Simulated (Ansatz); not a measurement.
Results of the Gaussian-basis code of Ansatz.

A structure relaxed at PBE0-D4/def2-TZVP, charge 0, multiplicity 1:

```
atom   x (Å)   y (Å)   z (Å)
  N1  -1.965  -0.563   0.271
  C2  -0.725  -0.462   0.404
  O3   0.217  -0.345   1.322
  C4   0.538  -0.323  -0.259
  N5   0.946   0.827  -0.857
  H6  -2.424  -0.583   1.181
  H7   1.119  -1.210  -0.482
  H8   1.933   1.024  -0.850
  H9   0.361   1.637  -0.730
```

Question: Give its formula and SMILES.

Answer: C2H4N2O, `N=C1OC1N`.

Question: Summarise the bond lengths by kind.

Answer: 2 × C–N 1.251 to 1.359 Å; 3 × H–N 1.007 to 1.020 Å; 2 × C–O 1.320 to 1.613 Å; 1 × C–C 1.433 Å; 1 × C–H 1.083 Å.
